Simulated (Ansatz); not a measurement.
Born–Oppenheimer molecular dynamics of CH₄BCl (7 atoms, charge 0, multiplicity 1). It starts from a relaxed structure.

Computed with Ansatz, RKS revPBE/def2-SVP.

```yaml
ensemble: NVT, Langevin thermostat
time_step: 0.5 fs
steps_asked: 300
set_temperature: 1500 K
friction: 0.05 /fs
temperature_schedule: 75 steps to 1500 K, then 225 steps to 375 K
seed: 770432
```

First frame:

```xyz
7
Properties=species:S:1:pos:R:3
B -0.031 0.021 0.017
C -0.043 -0.011 1.583
H -1.032 -0.180 2.049
H 0.669 -0.790 1.939
H 0.378 0.948 1.964
H 0.991 0.178 -0.625
Cl -1.511 -0.166 -0.940
```

(1) How far do the bonds stretch over the last three quarters of this one trajectory? (Pairs bonded in most of those frames.)

Answers

(1) 
| bond | mean (Å) | spread (Å) | shortest | longest |
| --- | --- | --- | --- | --- |
| B1–C2 | 1.591 | 0.063 | 1.44 | 1.69 |
| B1–H6 | 1.230 | 0.050 | 1.11 | 1.34 |
| B1–Cl7 | 1.815 | 0.076 | 1.66 | 1.94 |
| C2–H3 | 1.123 | 0.064 | 0.99 | 1.24 |
| C2–H4 | 1.128 | 0.035 | 1.05 | 1.21 |
| C2–H5 | 1.115 | 0.042 | 1.03 | 1.19 |

Mean temperature of the second half: 915 K. The schedule's set-point averaged 750 K over the second half and the system 915 K, so it lags behind the ramp. A run of 0.15 ps of so small a system gives no equilibrium averages.

The run took 5.5 min on 1 thread of AMD EPYC 7B13 (Zen 3) (shared host), peak memory 0.13 GiB.
